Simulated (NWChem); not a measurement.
Species: hydrogen peroxide (H2O2); SMILES OO

All runs: NWChem. The geometry was optimised at PBE0/def2-SVP. Solvent water, SMD (1 M gas to 1 M solution), gas-phase geometry.

```csv
level,basis functions,solvation free energy (kcal/mol),cavity-dispersion-structure term (kcal/mol),dipole in solution (D)
PBE0/3-21G,22,-10.9,1.4,2.32
PBE0/pcseg-1,38,-9.1,1.4,2.15
PBE0/aug-pcseg-1,64,-8.5,1.4,2.13
PBE0/pcseg-2,88,-8.8,1.4,2.17
PBE0/def2-TZVPP,90,-8.7,1.4,2.14
PBE0/def2-QZVP,174,-8.5,1.4,2.14
```
